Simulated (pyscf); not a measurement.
Thermochemistry of product channels of H₂B–NH–AlH₂ (SMILES B[NH][AlH2]) + HF (SMILES F) on the singlet surface, in eV, from CCSD(T)/def2-TZVPP + ΔMP2(QZVPP) energies (ideal gas, 1 atm, RRHO with modes under 100 cm⁻¹ raised to 100, one conformer, R ln 2 for chiral ones without a mode under 150 cm⁻¹). Single points on ωB97X-D3(BJ)/def2-SVP structures (PySCF, gas phase). Correlated levels are frozen-core, on RHF or UHF. ΔMP2 is the change of the MP2 total energy from the triple- to the quadruple-zeta basis.

```tsv
products	ΔE	ΔH(298 K)	ΔG(298 K)	ΔG(600 K)
F–AlH₂ (SMILES [F][AlH2]) + H₂B–NH₂ (SMILES BN)	___	-1.05	-1.07	-1.08
H₂N–AlH₂ (SMILES [NH2][AlH2]) + H₂B–F (SMILES BF)	-0.14	-0.14	-0.17	-0.20
```

Question: Fill in the missing entries.

Answer: 
- F–AlH₂ (SMILES [F][AlH2]) + H₂B–NH₂ (SMILES BN), ΔE: -1.09

These are energies of the channels, which say nothing of barriers. H₂B–NH–AlH₂ may be a fragile minimum: a first optimisation, from another start, lost the drawn bonds. The CCSD(T) − MP2 part came from Ansatz, without density fitting, on the same reference.
